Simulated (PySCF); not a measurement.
# C2H5NO: calculation and literature

Geometry (Å), atoms numbered from 1 in this order:
```xyz
9

C    -1.096   -0.012    0.083
C     0.276    0.458   -0.351
N     1.288   -0.312    0.122
O     0.475    1.424   -1.049
H    -1.187    0.070    1.164
H    -1.246   -1.051   -0.204
H    -1.854    0.606   -0.388
H     2.235   -0.068   -0.111
H     1.124   -1.109    0.710
```

Measured values that the calculation should reproduce: δ $^{13}$C C1 22.3; δ $^{1}$H H5/H6/H7 2.02 ppm (measured; solution, not stated per compound (mostly CDCl3 or CCl4); Pretsch, Buehlmann, Badertscher, Structure Determination of Organic Compounds, 4th ed. (2009)).

PySCF 2.14 calculation with NMR shieldings at PBE0/pcSseg-1/GIAO and structure optimised with GFN2-xTB; in vacuum, equivalent nuclei averaged, one conformer, non-relativistic.

What does the calculation give, and how does it compare?

## Answers


Reference values: measured (solution, not stated per compound (mostly CDCl3 or CCl4); Pretsch, Buehlmann, Badertscher, Structure Determination of Organic Compounds, 4th ed. (2009)).
```json
{"atoms": "C1", "quantity": "δ $^{13}$C", "reference": "22.3", "computed": "23.1", "computed, scaled": "20.3"}
{"atoms": "H5/H6/H7", "quantity": "δ $^{1}$H", "reference": "2.02", "computed": "1.87", "computed, scaled": "1.85"}
```

Computed shifts are σ(ref) − σ with the named reference compound (TMS for H and C) calculated as an isolated molecule at the same level. The measured values may be among those fitted. Shieldings were converted by linear fits to measured shifts (mostly CDCl3, TMS scale, for H and C): $^{13}$C: δ = 179.97 − 0.974σ (rms 2.1 ppm, 958 shifts, 2.3 ppm with the 13 outliers that the fit left out); $^{1}$H: δ = 30.01 − 0.943σ (rms 0.17 ppm, 504 shifts, 0.18 ppm with the 4 outliers that the fit left out). Occasional misses reach two or three times the rms, and more in compound classes unlike the fitted ones. H not on carbon is unscaled (vs computed TMS).
